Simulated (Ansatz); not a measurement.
Consider the substitution at a C–O bond: `Oc1ccco1` + H–F → `Fc1ccco1` + H₂O.

Calculated with Ansatz (gas phase, PBE0-D4/def2-TZVP geometries, no zero-point term in ΔE). CCSD(T)/CBS is the MP2 limit (def2-TZVPP, def2-QZVPP) plus CCSD(T) − MP2 in def2-TZVPP, frozen cores. This one scheme is used for every species. DFT in def2-TZVPP. HSE06 is defined as in plane-wave codes. One conformer a species, not always the lowest.

```csv
level,ΔE (kcal/mol)
ωB97M-V,3.3
HSE06,3.8
```

Task: What does CCSD(T)/CBS give? (An estimate is asked.)

Result: The calculation gave: +4.3 kcal/mol. The listed levels differ from it by -1.0, -0.5 kcal/mol.

Largest T1 diagnostic among the species: 0.013.

From BLYP to BHLYP (50 % exact exchange), in def2-TZVPP and without D4, ΔE moves by +0.9 kcal/mol. In def2-TZVPP, CCSD(T) changes the Hartree–Fock value by +1.2 kcal/mol (the triples alone add +0.2 kcal/mol) and MP2 by +2.3 kcal/mol.

CCSD(T)/CBS has its own doubt, a few kJ/mol and more with outer-core shells, so smaller differences from it don't rank the levels.
